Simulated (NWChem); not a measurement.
# UB3LYP/cc-pVDZ (density fitting) run of C2H3Si (SMILES C#C[SiH2])

What is the vertical ionisation energy of C2H3Si at UB3LYP/cc-pVDZ (density fitting)? 

The calculation is run with NWChem 7.3.0.

## (1) The system as given

The species is C2H3Si (6 atoms), meant as a doublet with charge 0. As SMILES, `C#C[SiH2]`. The shape is that of a PBE0-D4/def2-TZVP optimisation.

Bond lengths: C1–C2 1.210 Å, C2–Si3 1.803 Å, C1–H4 1.066 Å, Si3–H5 1.484 Å, Si3–H6 1.484 Å. Angles: C1–C2–Si3 174.9°, C2–C1–H4 179.3°, C2–Si3–H5 111.4°, C2–Si3–H6 111.4°, H5–Si3–H6 112.5°.

## (2) The energy at UB3LYP/cc-pVDZ (density fitting)

Contents of geom.nw:

```
start geom
title "C2H3Si B3LYP"
memory 2200 mb

geometry units angstroms noautosym nocenter noautoz
   C        1.019700      -1.302300       0.535000
   C        0.376000      -0.354500       0.145700
   Si      -0.444500       1.136900      -0.449500
   H        1.575400      -2.144400       0.879400
   H       -1.137600       0.894600      -1.738800
   H       -1.346900       1.705600       0.581800
end

basis spherical bse
   C library cc-pVDZ
   Si library cc-pVDZ
   H library cc-pVDZ
end

basis "cd basis" spherical
   C library "dgauss a1 dft coulomb fitting"
   Si library "dgauss a1 dft coulomb fitting"
   H library "dgauss a1 dft coulomb fitting"
end

dft
   xc b3lyp
   mult 2
   grid fine
   convergence energy 1e-08
   iterations 100
   mulliken
   noprint "final vectors analysis"
end

task dft energy
```

Launch:

```console
$ nwchem geom.nw > geom.out
```

Standard output:

```text
[...]
          Wavefunction type:  spin polarized.
          No. of atoms     :     6
          No. of electrons :    29
[...]
          Charge           :     0
          Spin multiplicity:     2
[...]
          AO basis - number of functions:    61
[...]
              XC Information
              --------------
                         B3LYP Method XC Potential
                     Hartree-Fock (Exact) Exchange  0.200
                        Slater Exchange Functional  0.800 local
                    Becke 1988 Exchange Functional  0.720 non-local
              Lee-Yang-Parr Correlation Functional  0.810
                  VWN I RPA Correlation Functional  0.190 local
[...]
 d= 0,ls=0.0,diis     1   -367.4176579570 -4.43D+02  6.73D-03  7.43D-02     2.4
[...]
 d= 0,ls=0.0,diis    13   -367.4633483872 -3.22D-09  3.82D-07  6.55D-11    19.4
[...]
         Total DFT energy =     -367.463348387164
      One electron energy =     -655.223951471259
           Coulomb energy =      244.826024836207
    Exchange-Corr. energy =      -32.827988187461
 Nuclear repulsion energy =       75.762566435349
[...]
      Total Density - Mulliken Population Analysis
     ---------------------------------------------
    Atom       Charge   Shell Charges
 -----------   ------   -------------------------------------------------------
    1 C    6     6.05   2.01  0.66  0.68  2.00  0.67  0.03
    2 C    6     5.99   2.01  0.69  0.67  2.02  0.57  0.03
    3 Si  14    13.85   2.00  2.03  0.80  0.48  6.01  1.50  0.84  0.20
    4 H    1     1.01   0.74  0.23  0.04
    5 H    1     1.05   0.72  0.30  0.02
    6 H    1     1.05   0.72  0.30  0.02
[...]
      <S2> =      0.7558 (Exact =     0.7500)
[...]
```

It took 20 s on 1 thread of Intel Xeon Platinum 8488C (Sapphire Rapids), shared host; peak memory 0.11 GiB.

## (3) The singlet cation at the same level

Contents of geom.nw:

```
start geom
title "C2H3Si energy"
memory 2200 mb
charge 1

geometry units angstrom noautosym nocenter noautoz
  C        1.019700      -1.302300       0.535000
  C        0.376000      -0.354500       0.145700
  Si      -0.444500       1.136900      -0.449500
  H        1.575400      -2.144400       0.879400
  H       -1.137600       0.894600      -1.738800
  H       -1.346900       1.705600       0.581800
end

basis spherical bse
  * library cc-pVDZ
end

basis "cd basis" spherical
  * library "dgauss a1 dft coulomb fitting"
end

dft
  xc b3lyp
  grid fine
  convergence energy 1e-08
  iterations 100
  mulliken
  print low
end

task dft energy
```

Launch:

```console
$ nwchem geom.nw > geom.out
```

Standard output:

```text
[...]
 d= 0,ls=0.0,diis     1   -367.0604952658 -4.43D+02  2.35D-02  8.74D-01     1.8
[...]
 d= 0,ls=0.0,diis    10   -367.1601979113 -8.94D-09  1.53D-06  2.52D-08    11.9
         Total DFT energy =     -367.160197911320
      One electron energy =     -647.790923078320
           Coulomb energy =      237.388537814518
    Exchange-Corr. energy =      -32.520379082867
 Nuclear repulsion energy =       75.762566435349
[...]
      Total Density - Mulliken Population Analysis
     ---------------------------------------------
    Atom       Charge   Shell Charges
 -----------   ------   -------------------------------------------------------
    1 C    6     5.86   2.01  0.70  0.70  1.93  0.49  0.03
    2 C    6     6.00   2.01  0.68  0.63  2.04  0.61  0.02
    3 Si  14    13.40   2.00  2.03  0.89  0.40  6.01  1.37  0.51  0.20
    4 H    1     0.92   0.72  0.17  0.04
    5 H    1     0.91   0.70  0.20  0.02
    6 H    1     0.91   0.70  0.20  0.02
[...]
```

Run time: 13 s. Hardware: 1 thread of Intel Xeon Platinum 8488C (Sapphire Rapids), shared host; peak memory 0.11 GiB.

## (4) Outcome

At UB3LYP/cc-pVDZ (density fitting):

```
                                          quantity          value
                      doublet C2H3Si: total energy  -367.46335 Eh
                     doublet C2H3Si: dipole moment         0.45 D
                              doublet C2H3Si: ⟨S²⟩          0.756
                      singlet cation: total energy  -367.16020 Eh
vertical ionisation energy (to the singlet cation)       8.249 eV
```

Removing an electron at fixed nuclei costs 8.25 eV (190 kcal/mol). Only the singlet of the ionised species was computed; a triplet could lie lower.
